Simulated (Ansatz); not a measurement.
Ansatz (a quantum-chemistry and plane-wave program) input (X2C-CCSD(T)/cc-pVTZ-DK):

Ansatz 0.2 input:
```yaml
crystal:
  periodic: [false, false, false]
  atoms:
    - {symbol: C, position_ang: [-0.07275672, 1.12916893, 0.00212857]}
    - {symbol: S, position_ang: [-0.04234019, -0.64860717, -0.00102657]}
    - {symbol: H, position_ang: [1.30459006, -0.82487224, -0.00447189]}
    - {symbol: H, position_ang: [-1.11267682, 1.44681760, 0.00510357]}
    - {symbol: H, position_ang: [0.46310493, 1.48883727, 0.88953771]}
    - {symbol: H, position_ang: [0.45896518, 1.49191853, -0.88651564]}
basis:
  gaussian:
    orbitals: cc-pVTZ-DK
total_charge: 1
magnetization: {spin_polarized: true, initial_magnetization: 1}
correlation: {method: ccsd_t, electrons: outside_noble_gas}
```

Output:

```
Functional definition: HF
integrals: 0.30 GiB planned
665 factors; integrals over basis functions are off by at most 1.1e-3 eV
mean field: 0.26 GiB planned
mean field evaluation 1: about -11930.7771 eV, gradient 2.2e1 eV
mean field evaluation 2: about -11930.7803 eV, gradient 2.2e1 eV
mean field evaluation 4: about -11933.4057 eV, gradient 2.3e0 eV
mean field evaluation 8: about -11933.4888 eV, gradient 2.4e-3 eV
mean field evaluation 16: about -11933.4843 eV, gradient 2.8e-1 eV
mean field evaluation 32: about -11930.7302 eV, gradient 1.2e-3 eV
mean field -11933.48881982 eV, -438.5476253193 hartree, gradient 3.6e-6 eV, S^2 0.766138; 1 other end points of the search recorded, 0 dependent functions left out
determinant -11933.48881982 eV, -438.5476253193 hartree, with singles and doubles -11943.41212499 eV, -438.9123000581 hartree
determinant -11930.73022545 eV, -438.4462488459 hartree, with singles and doubles -11940.73573599 eV, -438.8139445761 hartree
6 core orbitals not correlated
reference -11933.48881982 eV, -438.5476253193 hartree; 7, 6 occupied and 107, 108 virtual orbitals, 665 factors
second order -8.78179362 eV of doubles, -0.00000000 eV of singles
coupled cluster: 0.71 GiB planned
cycle   1  -9.77630222 eV  change   -6.5e-1 eV  update   1.9e-2
cycle   2  -9.79426630 eV  change   -1.8e-2 eV  update   4.2e-3
cycle   3  -9.79491861 eV  change   -6.5e-4 eV  update   1.6e-3
cycle   4  -9.79554483 eV  change   -6.3e-4 eV  update   7.0e-4
cycle   5  -9.79578848 eV  change   -2.4e-4 eV  update   3.4e-4
cycle   6  -9.79594173 eV  change   -1.5e-4 eV  update   1.5e-4
cycle   7  -9.79599701 eV  change   -5.5e-5 eV  update   3.8e-5
cycle   8  -9.79599906 eV  change   -2.1e-6 eV  update   1.5e-5
perturbative correction -0.37071770 eV, -0.0136236241 hartree
Total energy: -11943.65553658 eV, -438.9212452690 hartree
Relativity: scalar
```
